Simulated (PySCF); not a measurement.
First SCF of a structure search on singlet SO₃, at a hand-made trigonal planar geometry. PySCF input:

```python
from pyscf import gto, scf, dft
mol = gto.M(atom='''
S      0.000000     0.000000     0.000000
O      1.510000     0.000000     0.000000
O     -0.755000     1.307700     0.000000
O     -0.755000    -1.307700     0.000000''',
    basis={'S': 'def2-TZVP', 'O': 'def2-TZVP'},
    charge=0, spin=0)
mf = dft.RKS(mol, xc='PBE')
mf.grids.atom_grid = (50, 194)
aux = {'S': 'def2-universal-JKFIT', 'O': 'def2-universal-JKFIT'}
mf = mf.density_fit(auxbasis=aux)
mf.conv_tol = 1e-08
mf.diis_space = 10
mf.max_cycle = 60
mf.init_guess = 'minao'
mf.verbose = 4
mf.kernel()
```

Excerpt of the output (cycles and frontier levels):

```
init E= -624.284747466267
  HOMO = -0.376449023835342  LUMO = -0.157860624801399  gap/eV = 5.94809
cycle= 1 E= -623.225437674801  delta_E= 1.06  |g|= 1.33  |ddm|=  2.3
  HOMO = -0.182776243891243  LUMO = -0.16598647808023  gap/eV = 0.45687
cycle= 2 E= -621.356898437212  delta_E= 1.87  |g|=  3.5  |ddm|= 2.47
  HOMO = -0.28370480348773  LUMO = -0.141024784130251  gap/eV = 3.88252
cycle= 3 E= -623.546551206938  delta_E= -2.19  |g|= 0.173  |ddm|= 1.79
  HOMO = -0.31464582886867  LUMO = -0.172938862015358  gap/eV = 3.85604
cycle= 4 E= -623.549802485769  delta_E= -0.00325  |g|= 0.0899  |ddm|= 0.149
  HOMO = -0.3043671700513  LUMO = -0.160894613191393  gap/eV = 3.90409
cycle= 5 E= -623.551469362595  delta_E= -0.00167  |g|= 0.0122  |ddm|= 0.0673
  HOMO = -0.304538599271709  LUMO = -0.160538511808092  gap/eV = 3.91844
cycle= 6 E= -623.551497172207  delta_E= -2.78e-05  |g|= 0.00289  |ddm|= 0.00662
  HOMO = -0.304581472415784  LUMO = -0.160555785372764  gap/eV = 3.91914
cycle= 7 E= -623.551496425489  delta_E= 7.47e-07  |g|= 0.00344  |ddm|= 0.0031
  HOMO = -0.304628981050904  LUMO = -0.160581080392825  gap/eV = 3.91974
cycle= 8 E= -623.551498755179  delta_E= -2.33e-06  |g|= 9.58e-05  |ddm|= 0.00181
  HOMO = -0.304629117043724  LUMO = -0.160578064299629  gap/eV = 3.91983
cycle= 9 E= -623.551498756915  delta_E= -1.74e-09  |g|= 5.8e-06  |ddm|= 5.57e-05
  HOMO = -0.304629685371772  LUMO = -0.160578458434781  gap/eV = 3.91983
Extra cycle  E= -623.551498756906  delta_E= 8.64e-12  |g|= 8.63e-06  |ddm|= 7.42e-06
converged SCF energy = -623.551498756906
```

No lower solution of this spin was found by a stability analysis within the restricted form, which does not test spin polarisation.

The search for the lowest solution, with the stability check, took 5.6 s on 4 threads of a shared Arm Neoverse V1 host, with 130 basis functions; the process peaked at 0.37 GiB.
